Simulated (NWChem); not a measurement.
A series in which one site is exchanged, each optimised at PBE0/def2-SVP with NWChem, gas phase unless a solvent is named. Some are not confirmed as minima by frequencies. def2 effective core potentials on Zr; no spin-orbit coupling.

A: FCF (CH2F2; site = C)
B: [TiH2]([F])[F] (TiH2F2; site = Ti)
C: [F][GeH2][F] (GeH2F2; site = Ge)
D: [F][ZrH2][F] (ZrH$_{2}$F$_{2}$; site = Zr)

Values for A:

```
Property                                              Result
----------------------------------------------------  ------
dipole (D), PBE0/def2-SVP                               1.80
orbital gap (eV), PBE0/def2-SVP                        11.85
static polarisability, B3LYP/def2-SVPD (bohr³)          17.7
lowest singlet excitation, B3LYP/def2-SVPD, TDA (eV)    9.04
```

How do these values change for the other members?


```tsv
change from A	B	C	D
dipole (D), PBE0/def2-SVP	-1.51	+0.78	-1.54
orbital gap (eV), PBE0/def2-SVP	-5.69	-1.63	-5.49
static polarisability, B3LYP/def2-SVPD (bohr³)	+21.5	+12.4	+26.9
lowest singlet excitation, B3LYP/def2-SVPD, TDA (eV)	-5.61	-0.93	-4.78
```
